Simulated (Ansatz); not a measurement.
Species: C4H3S (charge -1, singlet). It need not be the lowest isomer of its formula. Whether it binds its extra electron was not tested at this geometry. 
Geometry from a B3LYP-D3(BJ)/def2-TZVP (Ansatz, a program for electronic structure) optimisation:
```
C
C 1 1.3693
H 2 1.0815 1 127.78
H 1 1.0874 2 123.03 3 0.00
C 1 1.4331 4 124.10 2 -180.00
H 5 1.0892 1 120.64 4 0.00
C 5 1.3916 6 121.56 1 180.00
S 2 1.7424 3 124.37 1 -180.00
```
Charge -1, spin multiplicity 1.

Parts of the frozen-core correlation energy in 6-31G* (Ansatz, hartree). Frozen orbitals: 9; correlated occupied orbitals by spin: 13 and 13; virtual: 63 and 63. No spin-orbit coupling. No relativistic terms.

```csv
term,value
reference (HF),-550.63911
MP2 opposite-spin,-0.46705
MP2 same-spin,-0.17198
CCSD correlation,-0.66913
(T),-0.03194
T1 diagnostic,0.017
largest doubles amplitude,0.080
```
